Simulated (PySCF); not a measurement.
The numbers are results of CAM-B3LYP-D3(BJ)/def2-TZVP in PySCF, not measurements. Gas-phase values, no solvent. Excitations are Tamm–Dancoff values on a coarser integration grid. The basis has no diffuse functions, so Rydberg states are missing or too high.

Reference species (SMILES): `NB(Cl)Cl` (neutral, multiplicity 1).

* **S1–T1 gap (TDA)**: 1.09 eV
* **HOMO–LUMO gap**: 11.36 eV

Changed species: `B(Cl)(Cl)Cl` (0 of 3 Cl replaced by NH2; the reference has 1 of 3 Cl replaced by NH2).

### Question
What does the change do to the S1–T1 gap (TDA) and HOMO–LUMO gap?

### Answer
the S1–T1 gap (TDA) decreases by 0.91 eV, to 0.18 eV; the HOMO–LUMO gap falls by 1.41 eV, to 9.95 eV.
